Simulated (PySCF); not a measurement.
# C2H5B: electronic excitations and core binding energies

Wanted: the electronic excitations and core binding energies of C2H5B (`BC=C`), by calculation.

Computed with PySCF 2.14.0, with density-fitted response routines of our own, on a single molecule in the gas phase. Atoms are numbered from 0 throughout.

## 1. Starting geometry

8 atoms, charge 0, multiplicity 1; geometry from: GFN2-xTB.

Bonds of the start (Å): B0–C1 1.54, C1–C2 1.33, B0–H3 1.17, B0–H4 1.17, C1–H5 1.09, C2–H6 1.08, C2–H7 1.08.

## 2. Excited states and response: CAM-B3LYP/def2-SVPD

Job settings and geometry (Å):

```
{"job": {"kind": "uv", "xc": "CAM-B3LYP", "basis": "def2-SVPD", "nstates": 8, "ntriplets": 3}, "charge": 0, "multiplicity": 1}
B      1.306740     0.036774     0.111923
C     -0.142942    -0.492032     0.086541
C     -1.208572     0.283962    -0.123543
H      2.200844    -0.694685     0.295428
H      1.509939     1.176511    -0.054103
H     -0.332874    -1.549475     0.243578
H     -1.104352     1.344964    -0.287840
H     -2.219728    -0.096607    -0.141068
```

Level: TDDFT CAM-B3LYP/def2-SVPD, vertical, gas phase, core orbitals frozen in the response.

**Question.** This job is followed by: delta-SCF UKS SCAN, pcX-2 on the ionised atom, pcseg-1 elsewhere, spin-free X2C. What will the session give for the following? lowest singlet (CAM-B3LYP/def2-SVPD); brightest single state of those computed; lowest triplet; C1s binding energies, SCAN/pcX-2.

As calculated:

| quantity | value |
| --- | --- |
| lowest singlet (CAM-B3LYP/def2-SVPD) | 5.39 eV (230 nm), f = 0.001 |
| brightest single state of those computed | state 3, 6.03 eV, f = 0.305 |
| lowest triplet | 3.62 eV |
| C1s binding energies, SCAN/pcX-2 | C2 291.01, C1 290.35 eV |

The first singlet state (HOMO−1→LUMO 0.96) lies at 5.39 eV and is dark; of the 8 states computed, the strongest absorption comes from state 3 at 6.03 eV. The lowest triplet lies 1.78 eV below the lowest singlet (triplets in Tamm-Dancoff, singlets in full TDDFT). C2 (terminal =CH2 carbon) binds its C1s electron 0.65 eV more tightly than C1 (alkene CH).
